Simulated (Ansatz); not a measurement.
C2H3NO, SMILES N=C=CO, a rigid torsion scan

With Ansatz 0.2.0, Python API.

Interactive session:
```pycon
>>> import ansatz as az
>>> from ase import Atoms
>>> BASIS_SET = "def2-SVP"
>>> FUNCTIONAL = "pbe0"
>>> FMAX = 0.02
>>> atoms = Atoms(["N", "C", "C", "O", "H", "H", "H"], positions=[
...     (1.2171, -0.8865, 0.9293),
...     (0.4091, -0.1454, 0.3587),
...     (-0.4769, 0.5831, -0.3011),
...     (-1.2114, 0.0038, -1.197),
...     (1.7599, -0.3249, 1.5577),
...     (-0.5741, 1.6633, -0.187),
...     (-1.0624, -0.9615, -1.2063),
... ])
>>> # relax first, so that the scan starts from a minimum
>>> first = (
...     az.Crystal.molecule_from_ase(atoms).calculation()
...     .basis(gaussian=BASIS_SET)
...     .functional(FUNCTIONAL)
...     .relax(force_tolerance=FMAX, max_steps=80)
... )
>>> atoms.positions = first.run(threads=1, pin="off").report["positions_ang"]
>>> start = atoms.get_dihedral(1, 2, 3, 6)
>>> energies = {}
>>> for turn in range(0, 360, 30):
...     turned = atoms.copy()
...     turned.set_dihedral(1, 2, 3, 6, start + turn, indices=[3, 6])
...     calculation = (
...         az.Crystal.molecule_from_ase(turned).calculation()
...         .basis(gaussian=BASIS_SET)
...         .functional(FUNCTIONAL)
...     )
...     energies[round((start + turn) % 360)] = calculation.run(threads=1, pin="off").report["free_energy_ev"]
...
>>> floor = min(energies.values())
>>> print("dihedral C1-C2-O3-H6 (deg)   E - E(min) (kJ/mol)")
dihedral C1-C2-O3-H6 (deg)   E - E(min) (kJ/mol)
>>> for angle, e in sorted(energies.items()):
...     print(f"{angle:8d} {96.485332 * (e - floor):14.3f}  " + "#" * int(30 * (e - floor) / max(max(energies.values()) - floor, 1e-9)))
...
      15          0.000
      45          2.100  ######
      75          5.291  ################
     105          6.763  ####################
     135          7.697  #######################
     165          8.993  ###########################
     195          8.470  ##########################
     225          6.814  #####################
     255          7.743  #######################
     285          9.682  ##############################
     315          7.695  #######################
     345          2.550  #######
```

The scan is rigid and the energies are electronic, in a modest basis. With rigid groups the curve can differ much from the relaxed path, the start wasn't checked as a minimum of this torsion, and equivalent turns needn't return to the same energy. It ran for 31 s on 1 thread of AMD EPYC 9B14 (Zen 4), on a shared host, peak memory 0.22 GiB.
